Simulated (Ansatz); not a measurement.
MgF₂⁻. The state is a doublet with charge -1. Geometry r2SCAN-D4/def2-TZVPD, basis def2-TZVPD, Ansatz.

Cartesian coordinates in Å:
```
Mg -0.312 -0.475 -0.103
F 0.232 -0.149 1.606
F 0.080 0.624 -1.503
```

| run | HOMO (eV) | LUMO (eV) |
| --- | --- | --- |
| A | -0.11 | 3.25 |
| B | 0.98 | 2.27 |
| C | 0.40 | 2.95 |
| D | -1.55 | 4.23 |
| E | -1.25 | 4.28 |
| F | 1.26 | 2.28 |

LC-ωPBE has ω = 0.4 bohr⁻¹. The structure comes from a short search, and lower isomers may exist.

HOMO and LUMO are taken over both spins.

Q: The runs used BHLYP, BLYP, LC-ωPBE, PBE0, r2SCAN, ωB97X-V. Estimate which is which.

A: A BHLYP (50 % exact exchange); B r2SCAN (0 % exact exchange); C PBE0 (25 % exact exchange); D LC-ωPBE (range-separated); E ωB97X-V (range-separated); F BLYP (0 % exact exchange). Exact exchange lowers occupied and raises empty levels; among semilocal functionals meta-GGAs tend to open the gap a little, and such runs are hard to tell apart. The gap grows from 1.02 eV (BLYP) to 5.79 eV (LC-ωPBE). At r2SCAN-D4/def2-TZVPD, PBE0-D4/def2-TZVPD, BLYP-D4/def2-TZVPD the highest occupied level of the charge -1 doublet lies above zero (up to 1.26 eV). By energy differences its removal costs 1.29 eV (vertical, to the charge 0 singlet, at CCSD(T)/def2-TZVPPD).
